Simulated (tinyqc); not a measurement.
Worked calculation (part 1 of 2): RHF in the sto-6g basis, for H2O, spin multiplicity 1. Computed by tinyqc, a small Python program that keeps every step (integrals from PySCF). Settings: charge = 0, multiplicity = 1, basis = sto-6g, energy threshold = 1e-10, iteration cap = 62, orthogonalisation = symmetric, start = highest core orbitals, DIIS depth = 3, damping = 0.7, method = RHF. Command: `OMP_NUM_THREADS=1 python tinyqc.py 26033 26034 out.jsonl` (the two numbers bound the seeds that draw the settings). One thread of a shared host (Intel(R) Xeon(R) Processor @ 2.60GHz), about 0.1 s of CPU time with the checks. Later iterations appear only in the table of the cycle.

## One-electron integrals

Geometry (angstrom):
```
atom         x          y         z
O     0.000000   0.000000  0.000000
H     0.000000   0.677000  0.604000
H     0.000000  -0.749000  0.669000
```

Basis sto-6g: exponents (1/bohr^2) and contraction coefficients of normalised primitives:
```
element  l (shell)     exponent  coefficient
O            s (1)  1355.584234     0.009164
O            s (1)   248.544885     0.049361
O            s (1)    69.533902     0.168538
O            s (1)    23.886772     0.370563
O            s (1)     9.275933     0.416492
O            s (1)     3.820341     0.130334
O            s (2)    52.187762    -0.013253
O            s (2)    10.329320    -0.046992
O            s (2)     3.210345    -0.033785
O            s (2)     1.235135     0.250242
O            s (2)     0.536420     0.595117
O            s (2)     0.245881     0.240706
O            p (3)    52.187762     0.003760
O            p (3)    10.329320     0.037679
O            p (3)     3.210345     0.173897
O            p (3)     1.235135     0.418036
O            p (3)     0.536420     0.425860
O            p (3)     0.245881     0.101708
H            s (1)    35.523221     0.009164
H            s (1)     6.513144     0.049361
H            s (1)     1.822143     0.168538
H            s (1)     0.625955     0.370563
H            s (1)     0.243077     0.416492
H            s (1)     0.100112     0.130334
```

Overlap, kinetic and nuclear-attraction integrals over the contracted functions; the nuclear repulsion is the sum of Za Zb / Rab.

nuclear repulsion = 9.25220532 hartree

overlap S, order 1O 1s, 1O 2s, 1O 2px, 1O 2py, 1O 2pz, 2H 1s, 3H 1s:
$$\begin{pmatrix}
1.000000 & 0.231145 & 0.000000 & 0.000000 & 0.000000 & 0.062136 & 0.049755 \\
0.231145 & 1.000000 & 0.000000 & 0.000000 & 0.000000 & 0.510022 & 0.446497 \\
0.000000 & 0.000000 & 1.000000 & 0.000000 & 0.000000 & 0.000000 & 0.000000 \\
0.000000 & 0.000000 & 0.000000 & 1.000000 & 0.000000 & 0.305527 & -0.280383 \\
0.000000 & 0.000000 & 0.000000 & 0.000000 & 1.000000 & 0.272583 & 0.250435 \\
0.062136 & 0.510022 & 0.000000 & 0.305527 & 0.272583 & 1.000000 & 0.284722 \\
0.049755 & 0.446497 & 0.000000 & -0.280383 & 0.250435 & 0.284722 & 1.000000
\end{pmatrix}$$

kinetic energy T (hartree), order 1O 1s, 1O 2s, 1O 2px, 1O 2py, 1O 2pz, 2H 1s, 3H 1s:
$$\begin{pmatrix}
29.327197 & -0.896024 & 0.000000 & 0.000000 & 0.000000 & -0.000205 & -0.003956 \\
-0.896024 & 0.842618 & 0.000000 & 0.000000 & 0.000000 & 0.153629 & 0.106348 \\
0.000000 & 0.000000 & 2.531309 & 0.000000 & 0.000000 & 0.000000 & 0.000000 \\
0.000000 & 0.000000 & 0.000000 & 2.531309 & 0.000000 & 0.239955 & -0.184422 \\
0.000000 & 0.000000 & 0.000000 & 0.000000 & 2.531309 & 0.214081 & 0.164724 \\
-0.000205 & 0.153629 & 0.000000 & 0.239955 & 0.214081 & 0.768522 & 0.016673 \\
-0.003956 & 0.106348 & 0.000000 & -0.184422 & 0.164724 & 0.016673 & 0.768522
\end{pmatrix}$$

nuclear attraction V (hartree), order 1O 1s, 1O 2s, 1O 2px, 1O 2py, 1O 2pz, 2H 1s, 3H 1s:
$$\begin{pmatrix}
-62.368503 & -6.407895 & 0.000000 & -0.002513 & -0.022109 & -1.977323 & -1.579179 \\
-6.407895 & -10.094600 & 0.000000 & -0.022849 & -0.244919 & -4.210454 & -3.575043 \\
0.000000 & 0.000000 & -10.009746 & 0.000000 & 0.000000 & 0.000000 & 0.000000 \\
-0.002513 & -0.022849 & 0.000000 & -10.150749 & -0.014005 & -2.264007 & 1.988506 \\
-0.022109 & -0.244919 & 0.000000 & -0.014005 & -10.122095 & -2.107968 & -1.860951 \\
-1.977323 & -4.210454 & 0.000000 & -2.264007 & -2.107968 & -6.066726 & -1.810493 \\
-1.579179 & -3.575043 & 0.000000 & 1.988506 & -1.860951 & -1.810493 & -5.695979
\end{pmatrix}$$

core Hamiltonian H = T + V (hartree), order 1O 1s, 1O 2s, 1O 2px, 1O 2py, 1O 2pz, 2H 1s, 3H 1s:
$$\begin{pmatrix}
-33.041305 & -7.303920 & 0.000000 & -0.002513 & -0.022109 & -1.977529 & -1.583134 \\
-7.303920 & -9.251981 & 0.000000 & -0.022849 & -0.244919 & -4.056825 & -3.468694 \\
0.000000 & 0.000000 & -7.478438 & 0.000000 & 0.000000 & 0.000000 & 0.000000 \\
-0.002513 & -0.022849 & 0.000000 & -7.619441 & -0.014005 & -2.024052 & 1.804083 \\
-0.022109 & -0.244919 & 0.000000 & -0.014005 & -7.590786 & -1.893887 & -1.696227 \\
-1.977529 & -4.056825 & 0.000000 & -2.024052 & -1.893887 & -5.298204 & -1.793820 \\
-1.583134 & -3.468694 & 0.000000 & 1.804083 & -1.696227 & -1.793820 & -4.927456
\end{pmatrix}$$

## Two-electron integrals

Functions are numbered as in S; the eight-fold symmetry (ij|kl) = (ji|kl) = (kl|ij) leaves the list below.

Two-electron integrals (ij|kl) in chemists' order, unique and non-zero (hartree):
```
(11|11) 4.787491    (21|11) 0.675884    (21|21) 0.121505    (22|11) 1.117379
(22|21) 0.249212    (22|22) 0.817383    (31|31) 0.025762    (32|31) 0.039145
(32|32) 0.180664    (33|11) 1.117381    (33|21) 0.249212    (33|22) 0.817382
(33|33) 0.880663    (41|41) 0.025762    (42|41) 0.039145    (42|42) 0.180664
(43|43) 0.047461    (44|11) 1.117381    (44|21) 0.249212    (44|22) 0.817382
(44|33) 0.785741    (44|44) 0.880663    (51|51) 0.025762    (52|51) 0.039145
(52|52) 0.180664    (53|53) 0.047461    (54|54) 0.047461    (55|11) 1.117381
(55|21) 0.249212    (55|22) 0.817382    (55|33) 0.785741    (55|44) 0.785741
(55|55) 0.880663    (61|11) 0.194212    (61|21) 0.033439    (61|22) 0.066999
(61|33) 0.066852    (61|41) 0.001214    (61|42) 0.002361    (61|44) 0.067097
(61|51) 0.001083    (61|52) 0.002106    (61|54) 0.000219    (61|55) 0.067047
(61|61) 0.009381    (62|11) 0.439216    (62|21) 0.099169    (62|22) 0.356102
(62|33) 0.350452    (62|41) 0.005862    (62|42) 0.041821    (62|44) 0.359890
(62|51) 0.005230    (62|52) 0.037311    (62|54) 0.008420    (62|55) 0.357964
(62|61) 0.027381    (62|62) 0.187088    (63|31) 0.011434    (63|32) 0.062933
(63|43) 0.008782    (63|53) 0.007835    (63|63) 0.027621    (64|11) 0.224922
(64|21) 0.051540    (64|22) 0.197389    (64|33) 0.188317    (64|41) 0.014175
(64|42) 0.085285    (64|44) 0.211255    (64|51) 0.002445    (64|52) 0.019942
(64|54) 0.012630    (64|55) 0.192595    (64|61) 0.014943    (64|62) 0.126148
(64|64) 0.111954    (65|11) 0.200669    (65|21) 0.045982    (65|22) 0.176105
(65|33) 0.168011    (65|41) 0.002445    (65|42) 0.019942    (65|44) 0.172806
(65|51) 0.013616    (65|52) 0.080725    (65|54) 0.013060    (65|55) 0.187498
(65|61) 0.013331    (65|62) 0.112546    (65|64) 0.075240    (65|65) 0.094747
(66|11) 0.556362    (66|21) 0.127916    (66|22) 0.521434    (66|33) 0.500343
(66|41) 0.010526    (66|42) 0.099859    (66|44) 0.535573    (66|51) 0.009391
(66|52) 0.089091    (66|54) 0.031431    (66|55) 0.528385    (66|61) 0.035762
(66|62) 0.334614    (66|64) 0.258206    (66|65) 0.230364    (66|66) 0.774999
(71|11) 0.155198    (71|21) 0.026738    (71|22) 0.053628    (71|33) 0.053513
(71|41) -0.000974   (71|42) -0.001902   (71|44) 0.053706    (71|51) 0.000870
(71|52) 0.001699    (71|54) -0.000172   (71|55) 0.053667    (71|61) 0.007401
(71|62) 0.021271    (71|64) 0.010474    (71|65) 0.010351    (71|66) 0.027385
(71|71) 0.005998    (72|11) 0.372069    (72|21) 0.084119    (72|22) 0.304830
(72|33) 0.299804    (72|41) -0.005015   (72|42) -0.036782   (72|44) 0.308191
(72|51) 0.004479    (72|52) 0.032854    (72|54) -0.007491   (72|55) 0.306495
(72|61) 0.022537    (72|62) 0.135220    (72|64) 0.061598    (72|65) 0.079758
(72|66) 0.205470    (72|71) 0.018603    (72|72) 0.140574    (73|31) 0.009412
(73|32) 0.052760    (73|43) -0.007612   (73|53) 0.006799    (73|63) 0.019120
(73|73) 0.020043    (74|11) -0.198492   (74|21) -0.045519   (74|22) -0.175947
(74|33) -0.167988   (74|41) 0.011801    (74|42) 0.072888    (74|44) -0.188026
(74|51) -0.002134   (74|52) -0.017978   (74|54) 0.011099    (74|55) -0.171828
(74|61) -0.011600   (74|62) -0.065393   (74|64) -0.010975   (74|65) -0.037532
(74|66) -0.086304   (74|71) -0.010535   (74|72) -0.098666   (74|74) 0.088577
(75|11) 0.177292    (75|21) 0.040657    (75|22) 0.157154    (75|33) 0.150045
(75|41) -0.002134   (75|42) -0.017978   (75|44) 0.154344    (75|51) 0.011318
(75|52) 0.068818    (75|54) -0.011453   (75|55) 0.167074    (75|61) 0.011392
(75|62) 0.082034    (75|64) 0.036571    (75|65) 0.066778    (75|66) 0.137329
(75|71) 0.009410    (75|72) 0.088128    (75|74) -0.061214   (75|75) 0.074719
(76|11) 0.178082    (76|21) 0.040662    (76|22) 0.159104    (76|33) 0.155237
(76|41) -0.000085   (76|42) -0.000948   (76|44) 0.157962    (76|51) 0.003390
(76|52) 0.029061    (76|54) -0.000271   (76|55) 0.164114    (76|61) 0.011132
(76|62) 0.084036    (76|64) 0.047961    (76|65) 0.057077    (76|66) 0.155796
(76|71) 0.008924    (76|72) 0.074135    (76|74) -0.045143   (76|75) 0.052047
(76|76) 0.046751    (77|11) 0.510363    (77|21) 0.117530    (77|22) 0.486523
(77|33) 0.467006    (77|41) -0.009223   (77|42) -0.092010   (77|44) 0.499574
(77|51) 0.008238    (77|52) 0.082183    (77|54) -0.029090   (77|55) 0.492989
(77|61) 0.031433    (77|62) 0.224165    (77|64) 0.088487    (77|65) 0.145487
(77|66) 0.361383    (77|71) 0.026273    (77|72) 0.282221    (77|74) -0.226267
(77|75) 0.202100    (77|76) 0.155796    (77|77) 0.774999
```

## Orthogonalisation

S = U s U^T; symmetric (Loewdin) form X = U s^(-1/2) U^T, so that X^T S X = 1.

eigenvalues of S: [0.327253, 0.432296, 0.882121, 1.000000, 1.097513, 1.294642, 1.966174]

X, order 1O 1s, 1O 2s, 1O 2px, 1O 2py, 1O 2pz, 2H 1s, 3H 1s:
$$\begin{pmatrix}
1.022817 & -0.138660 & 0.000000 & -0.001299 & -0.010170 & 0.020788 & 0.018583 \\
-0.138660 & 1.250469 & 0.000000 & 0.024876 & 0.122875 & -0.335910 & -0.258244 \\
0.000000 & 0.000000 & 1.000000 & 0.000000 & 0.000000 & 0.000000 & 0.000000 \\
-0.001299 & 0.024876 & 0.000000 & 1.104223 & 0.011206 & -0.240371 & 0.207554 \\
-0.010170 & 0.122875 & 0.000000 & 0.011206 & 1.065803 & -0.176057 & -0.143546 \\
0.020788 & -0.335910 & 0.000000 & -0.240371 & -0.176057 & 1.252513 & -0.105034 \\
0.018583 & -0.258244 & 0.000000 & 0.207554 & -0.143546 & -0.105034 & 1.184469
\end{pmatrix}$$

## Starting guess

The start is the highest orbitals of the core Hamiltonian (a deliberately bad start); D = 2 C_occ C_occ^T.

D at the start, order 1O 1s, 1O 2s, 1O 2px, 1O 2py, 1O 2pz, 2H 1s, 3H 1s:
$$\begin{pmatrix}
0.022687 & -0.139996 & 0.000000 & 0.020748 & 0.144210 & 0.076463 & 0.068170 \\
-0.139996 & 1.144288 & 0.000000 & -0.001542 & -0.392475 & -1.181147 & -0.840281 \\
0.000000 & 0.000000 & 2.000000 & 0.000000 & 0.000000 & 0.000000 & 0.000000 \\
0.020748 & -0.001542 & 0.000000 & 2.628967 & -0.004695 & -1.160273 & 1.011945 \\
0.144210 & -0.392475 & 0.000000 & -0.004695 & 1.850155 & -0.631163 & -0.487405 \\
0.076463 & -1.181147 & 0.000000 & -1.160273 & -0.631163 & 3.457087 & -0.466145 \\
0.068170 & -0.840281 & 0.000000 & 1.011945 & -0.487405 & -0.466145 & 3.030548
\end{pmatrix}$$

## Iteration 1: building the Fock matrix

J_ij = sum D_kl (ij|kl), K_ij = sum D_kl (ik|jl); F = H + J - 0.5 K; E = tr D H + tr D J / 2 - 0.25 tr D K + E_nn.

Coulomb J (hartree), order 1O 1s, 1O 2s, 1O 2px, 1O 2py, 1O 2pz, 2H 1s, 3H 1s:
$$\begin{pmatrix}
8.779888 & 1.965372 & 0.000000 & -0.005918 & -0.026838 & 0.526870 & 0.422341 \\
1.965372 & 6.789964 & 0.000000 & -0.026587 & 0.004993 & 3.119819 & 2.703668 \\
0.000000 & 0.000000 & 6.722407 & 0.000000 & 0.000000 & 0.000000 & 0.000000 \\
-0.005918 & -0.026587 & 0.000000 & 6.859710 & 0.000851 & 1.795805 & -1.640750 \\
-0.026838 & 0.004993 & 0.000000 & 0.000851 & 6.787757 & 1.623267 & 1.470712 \\
0.526870 & 3.119819 & 0.000000 & 1.795805 & 1.623267 & 5.196481 & 1.503798 \\
0.422341 & 2.703668 & 0.000000 & -1.640750 & 1.470712 & 1.503798 & 5.046289
\end{pmatrix}$$

exchange K (hartree), order 1O 1s, 1O 2s, 1O 2px, 1O 2py, 1O 2pz, 2H 1s, 3H 1s:
$$\begin{pmatrix}
0.188961 & 0.238436 & 0.000000 & -0.005159 & -0.036681 & 0.063694 & 0.053948 \\
0.238436 & 1.408092 & 0.000000 & -0.095920 & -0.692624 & 0.605491 & 0.562730 \\
0.000000 & 0.000000 & 2.022066 & 0.000000 & 0.000000 & 0.000000 & 0.000000 \\
-0.005159 & -0.095920 & 0.000000 & 2.142307 & -0.033885 & 0.545411 & -0.568557 \\
-0.036681 & -0.692624 & 0.000000 & -0.033885 & 1.781393 & 0.217829 & 0.229933 \\
0.063694 & 0.605491 & 0.000000 & 0.545411 & 0.217829 & 1.548949 & 0.324282 \\
0.053948 & 0.562730 & 0.000000 & -0.568557 & 0.229933 & 0.324282 & 1.605643
\end{pmatrix}$$

Fock matrix F (hartree), order 1O 1s, 1O 2s, 1O 2px, 1O 2py, 1O 2pz, 2H 1s, 3H 1s:
$$\begin{pmatrix}
-24.355898 & -5.457765 & 0.000000 & -0.005852 & -0.030606 & -1.482506 & -1.187767 \\
-5.457765 & -3.166064 & 0.000000 & -0.001475 & 0.106387 & -1.239751 & -1.046391 \\
0.000000 & 0.000000 & -1.767064 & 0.000000 & 0.000000 & 0.000000 & 0.000000 \\
-0.005852 & -0.001475 & 0.000000 & -1.830885 & 0.003789 & -0.500953 & 0.447612 \\
-0.030606 & 0.106387 & 0.000000 & 0.003789 & -1.693725 & -0.379535 & -0.340481 \\
-1.482506 & -1.239751 & 0.000000 & -0.500953 & -0.379535 & -0.876198 & -0.452163 \\
-1.187767 & -1.046391 & 0.000000 & 0.447612 & -0.340481 & -0.452163 & -0.683988
\end{pmatrix}$$

total energy of this density = -27.82346115 hartree

This density is the starting one.

## Iteration 1: diagonalisation and new density

Diagonalise F' = X^T F X, C = X C', fill 5 alpha and 5 beta electrons from the bottom; D = 2 C_occ C_occ^T; the new density keeps 0.7 of the old one (damping). Each column has its largest component positive (the first on a tie).

F' = X^T F X (hartree):
$$\begin{pmatrix}
-24.088387 & -2.397992 & 0.000000 & -0.001803 & -0.040510 & -0.348294 & -0.251000 \\
-2.397992 & -2.192541 & 0.000000 & 0.013096 & 0.169888 & -0.395955 & -0.320062 \\
0.000000 & 0.000000 & -1.767064 & 0.000000 & 0.000000 & 0.000000 & 0.000000 \\
-0.001803 & 0.013096 & 0.000000 & -1.793861 & 0.010385 & -0.203341 & 0.183003 \\
-0.040510 & 0.169888 & 0.000000 & 0.010385 & -1.667437 & -0.136947 & -0.113444 \\
-0.348294 & -0.395955 & 0.000000 & -0.203341 & -0.136947 & -0.323638 & -0.103396 \\
-0.251000 & -0.320062 & 0.000000 & 0.183003 & -0.113444 & -0.103396 & -0.257130
\end{pmatrix}$$

orbital energies (hartree): MO1 -24.357644, MO2 -2.095399, MO3 -1.839402, MO4 -1.767064, MO5 -1.664462, MO6 -0.227997, MO7 -0.138089

coefficients C, order 1O 1s, 1O 2s, 1O 2px, 1O 2py, 1O 2pz, 2H 1s, 3H 1s:
$$\begin{pmatrix}
1.002201 & -0.226587 & 0.002173 & 0.000000 & -0.068151 & 0.076438 & 0.004873 \\
-0.011166 & 1.044097 & -0.007339 & 0.000000 & 0.323890 & -0.763370 & -0.013607 \\
0.000000 & 0.000000 & 0.000000 & 1.000000 & 0.000000 & 0.000000 & 0.000000 \\
0.000039 & 0.008463 & 1.036868 & 0.000000 & 0.025693 & -0.110424 & 0.482589 \\
-0.000204 & -0.239870 & -0.021045 & 0.000000 & 0.988519 & -0.409284 & -0.014151 \\
0.003271 & -0.061764 & -0.067312 & 0.000000 & -0.050463 & 1.015850 & -0.859656 \\
0.002779 & -0.053502 & 0.068124 & 0.000000 & -0.052007 & 0.682862 & 1.033539
\end{pmatrix}$$

D after iteration 1, order 1O 1s, 1O 2s, 1O 2px, 1O 2py, 1O 2pz, 2H 1s, 3H 1s:
$$\begin{pmatrix}
0.652119 & -0.259913 & 0.000000 & 0.013698 & 0.092987 & 0.065864 & 0.058879 \\
-0.259913 & 1.518134 & 0.000000 & 0.004649 & -0.232804 & -0.875028 & -0.632139 \\
0.000000 & 0.000000 & 2.000000 & 0.000000 & 0.000000 & 0.000000 & 0.000000 \\
0.013698 & 0.004649 & 0.000000 & 2.485773 & -0.002358 & -0.855159 & 0.749670 \\
0.092987 & -0.232804 & 0.000000 & -0.002358 & 1.916199 & -0.462005 & -0.365190 \\
0.065864 & -0.875028 & 0.000000 & -0.855159 & -0.462005 & 2.426503 & -0.325490 \\
0.058879 & -0.632139 & 0.000000 & 0.749670 & -0.365190 & -0.325490 & 2.127513
\end{pmatrix}$$

## Iteration 2: building the Fock matrix

As before.

Coulomb J (hartree), order 1O 1s, 1O 2s, 1O 2px, 1O 2py, 1O 2pz, 2H 1s, 3H 1s:
$$\begin{pmatrix}
11.747942 & 2.384421 & 0.000000 & -0.004081 & -0.018128 & 0.647734 & 0.518741 \\
2.384421 & 7.397288 & 0.000000 & -0.018552 & 0.002997 & 3.305210 & 2.849965 \\
0.000000 & 0.000000 & 7.350713 & 0.000000 & 0.000000 & 0.000000 & 0.000000 \\
-0.004081 & -0.018552 & 0.000000 & 7.445914 & 0.000413 & 1.866626 & -1.690623 \\
-0.018128 & 0.002997 & 0.000000 & 0.000413 & 7.395223 & 1.679555 & 1.513195 \\
0.647734 & 3.305210 & 0.000000 & 1.866626 & 1.679555 & 5.220113 & 1.541548 \\
0.518741 & 2.849965 & 0.000000 & -1.690623 & 1.513195 & 1.541548 & 5.002922
\end{pmatrix}$$

exchange K (hartree), order 1O 1s, 1O 2s, 1O 2px, 1O 2py, 1O 2pz, 2H 1s, 3H 1s:
$$\begin{pmatrix}
3.097129 & 0.643729 & 0.000000 & -0.003607 & -0.025625 & 0.185599 & 0.151150 \\
0.643729 & 1.841442 & 0.000000 & -0.066839 & -0.481522 & 0.770972 & 0.686785 \\
0.000000 & 0.000000 & 2.125326 & 0.000000 & 0.000000 & 0.000000 & 0.000000 \\
-0.003607 & -0.066839 & 0.000000 & 2.211817 & -0.024047 & 0.535372 & -0.531947 \\
-0.025625 & -0.481522 & 0.000000 & -0.024047 & 1.956613 & 0.292763 & 0.282994 \\
0.185599 & 0.770972 & 0.000000 & 0.535372 & 0.292763 & 1.310815 & 0.344968 \\
0.151150 & 0.686785 & 0.000000 & -0.531947 & 0.282994 & 0.344968 & 1.291718
\end{pmatrix}$$

Fock matrix F (hartree), order 1O 1s, 1O 2s, 1O 2px, 1O 2py, 1O 2pz, 2H 1s, 3H 1s:
$$\begin{pmatrix}
-22.841928 & -5.241363 & 0.000000 & -0.004791 & -0.027425 & -1.422595 & -1.139969 \\
-5.241363 & -2.775414 & 0.000000 & -0.007981 & -0.001161 & -1.137101 & -0.962122 \\
0.000000 & 0.000000 & -1.190388 & 0.000000 & 0.000000 & 0.000000 & 0.000000 \\
-0.004791 & -0.007981 & 0.000000 & -1.279435 & -0.001569 & -0.425113 & 0.379434 \\
-0.027425 & -0.001161 & 0.000000 & -0.001569 & -1.173869 & -0.360714 & -0.324529 \\
-1.422595 & -1.137101 & 0.000000 & -0.425113 & -0.360714 & -0.733498 & -0.424756 \\
-1.139969 & -0.962122 & 0.000000 & 0.379434 & -0.324529 & -0.424756 & -0.570394
\end{pmatrix}$$

total energy of this density = -42.88388243 hartree

This density is a damped mixture and is not idempotent.

## Iteration 2: DIIS over 2 matrices

error matrix X^T (FDS - SDF) X:
$$\begin{pmatrix}
0.000000 & -0.069925 & 0.000000 & 0.010530 & 0.085180 & 0.063607 & 0.047345 \\
0.069925 & 0.000000 & 0.000000 & 0.035169 & 0.310664 & -0.284900 & -0.211127 \\
0.000000 & 0.000000 & 0.000000 & 0.000000 & 0.000000 & 0.000000 & 0.000000 \\
-0.010530 & -0.035169 & 0.000000 & 0.000000 & 0.003260 & 0.037015 & -0.080126 \\
-0.085180 & -0.310664 & 0.000000 & -0.003260 & 0.000000 & -0.161364 & -0.116460 \\
-0.063607 & 0.284900 & 0.000000 & -0.037015 & 0.161364 & 0.000000 & 0.000992 \\
-0.047345 & 0.211127 & 0.000000 & 0.080126 & 0.116460 & -0.000992 & 0.000000
\end{pmatrix}$$

B (overlaps of the stored error matrices):
$$\begin{pmatrix}
8.5305868e-01 & 6.8233843e-01 \\
6.8233843e-01 & 5.7887726e-01
\end{pmatrix}$$

Minimise |sum c_i e_i|^2 with sum c_i = 1: solve [B -1; -1 0][c; lambda] = [0; -1] with B_ij = tr e_i^T e_j, and take F = sum c_i F_i.

DIIS coefficients: [-1.538248, 2.538248]

extrapolated F (hartree), order 1O 1s, 1O 2s, 1O 2px, 1O 2py, 1O 2pz, 2H 1s, 3H 1s:
$$\begin{pmatrix}
-20.513067 & -4.908483 & 0.000000 & -0.003158 & -0.022531 & -1.330437 & -1.066443 \\
-4.908483 & -2.174499 & 0.000000 & -0.017990 & -0.166596 & -0.979199 & -0.832494 \\
0.000000 & 0.000000 & -0.303317 & 0.000000 & 0.000000 & 0.000000 & 0.000000 \\
-0.003158 & -0.017990 & 0.000000 & -0.431168 & -0.009810 & -0.308452 & 0.274559 \\
-0.022531 & -0.166596 & 0.000000 & -0.009810 & -0.374201 & -0.331762 & -0.299992 \\
-1.330437 & -0.979199 & 0.000000 & -0.308452 & -0.331762 & -0.513992 & -0.382597 \\
-1.066443 & -0.832494 & 0.000000 & 0.274559 & -0.299992 & -0.382597 & -0.395657
\end{pmatrix}$$
